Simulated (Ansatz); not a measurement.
Process, species as SMILES: OO (H2O2) → H2O2+ (doublet, bonded as OO) + e-
B3LYP-D3(BJ)/def2-TZVP geometries, fixed; electronic energies without zero-point terms.
Largest species:
```xyz
4

O      0.0155     0.7238    -0.0702
O     -0.0112    -0.7261    -0.0419
H      0.8057     0.8967     0.4614
H     -0.8394    -0.8786     0.4355
```
Charge 0, spin multiplicity 1.

Basis-set convergence of the adiabatic ionisation energy at HF with Ansatz (a program for electronic structure). Cartesian d functions, on some or all atoms, in 6-31G*, 6-31+G*; all else is spherical. Open shells are unrestricted. No added dispersion term, no relativity. Functions are those of the species that has most. Reference: the value in def2-QZVPPD, 9.637 eV, itself unsure by roughly 0.007 eV (its mean distance from pcseg-3, def2-QZVPP, cc-pVQZ). Deviations are taken from unrounded values.

| basis | functions | adiabatic ionisation energy (eV) |
|---|---|---|
| 6-31G* | 34 | 9.640 |
| 6-31+G* | 42 | 9.755 |
| cc-pVDZ | 38 | 9.608 |
| aug-cc-pVDZ | 64 | 9.697 |
| def2-SVP | 38 | 9.685 |
| def2-SVPD | 62 | 9.799 |
| pcseg-1 | 38 | 9.911 |
| aug-pcseg-1 | 64 | 9.808 |
| 6-311G** | 48 | 9.679 |
| 6-311+G** | 56 | 9.771 |
| def2-TZVP | 74 | 9.627 |
| def2-TZVPD | 98 | 9.648 |
| cc-pVTZ | 88 | 9.615 |
| aug-cc-pVTZ | 138 | 9.654 |
| pcseg-2 | 88 | 9.672 |
| aug-pcseg-2 | 138 | 9.665 |
| def2-TZVPP | 90 | 9.641 |
| def2-TZVPPD | 114 | 9.653 |
| def2-QZVPP | 174 | 9.633 |
| def2-QZVPPD | 198 | 9.637 |

What the diffuse functions change, pair by pair:
- 6-31G* to 6-31+G*: 8 more functions, deviation 0.003 to 0.118 eV
- cc-pVDZ to aug-cc-pVDZ: 26 more functions, deviation -0.030 to 0.060 eV
- def2-SVP to def2-SVPD: 24 more functions, deviation 0.047 to 0.162 eV
- pcseg-1 to aug-pcseg-1: 26 more functions, deviation 0.273 to 0.171 eV
- 6-311G** to 6-311+G**: 8 more functions, deviation 0.041 to 0.134 eV
- def2-TZVP to def2-TZVPD: 24 more functions, deviation -0.010 to 0.011 eV
- cc-pVTZ to aug-cc-pVTZ: 50 more functions, deviation -0.022 to 0.017 eV
- pcseg-2 to aug-pcseg-2: 50 more functions, deviation 0.035 to 0.027 eV
- def2-TZVPP to def2-TZVPPD: 24 more functions, deviation 0.003 to 0.015 eV
- def2-QZVPP to def2-QZVPPD: 24 more functions, deviation -0.005 to 0.000 eV

Leaving out the reference's own pair, they bring the value nearer the reference by more than 0.007 eV in 2 of 9 pairs.
